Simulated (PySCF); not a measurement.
trimethylamine (C₃H₉N), SMILES CN(C)C.

Geometry: PBE0-D3(BJ)/def2-SVP.

These are PBE/def2-TZVP (PySCF) values and carry that method's errors.

Isolated molecule, no solvent.

Computed frontier levels, gap, dipole moment and polarisability:
The highest occupied level is -4.74 eV and the lowest empty level comes out as 0.36 eV. The orbital gap is 5.09 eV and the dipole moment is 0.31 D. The quadrupole, principal values (traceless, Buckingham form, about the centre of nuclear charge) comes out as -3.34, 1.67, 1.67 D·Å and the mean static polarisability comes out as 50.7 bohr³ (7.52 Å³). The polarisability, principal values is 46.9, 52.6, 52.6 bohr³.
